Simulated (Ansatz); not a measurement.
System: P2, charge -1, multiplicity 2. 
Structure (B3LYP-D3(BJ)/def2-TZVP (Ansatz, a quantum-chemistry and plane-wave program) minimum search):
```
P
P 1 1.9824
```
Charge -1, spin multiplicity 2.

Basis-set convergence of Hartree-Fock and CCSD(T) correlation energies (hartree) with Ansatz. Valence correlation only, unless marked. Open shells are spin-unrestricted. No spin-orbit coupling. No relativistic terms.

The UHF reference is spin-contaminated (<S^2> 0.44 over the pure value in the largest basis). The T1 diagnostic of CCSD in the largest basis is 0.075, which is high, so the coupled-cluster rows are less sure than usual.

```csv
basis,functions,E(HF),"E(corr, CCSD(T))"
def2-TZVPPD,96,-681.49076,-0.32130
def2-QZVPPD,152,-681.51156,-0.34163
```

Extrapolating the two largest sets (X = 3 and 4) as X^-3: E(corr) = (64·(-0.34163) - 27·(-0.32130))/37 = -0.3565 Eh, an estimate of the basis-set limit. The largest set recovers 95.8 % of it, the smallest 90.1 %.
